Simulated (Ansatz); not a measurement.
## fcc Ca

Level of theory: LDA (plane waves, PAW; Ansatz, a first-principles code).

Numerical settings: plane-wave cutoff 520 eV, 18×18×18 k mesh, Fermi–Dirac smearing 0.1 eV, perturbation theory, force constants from a 6×6×6 q mesh, scalar-relativistic PAW data made under PBE.

Cell: relaxed at this level.

For fcc Ca, the zero-point energy comes out as 0.022 eV/atom.
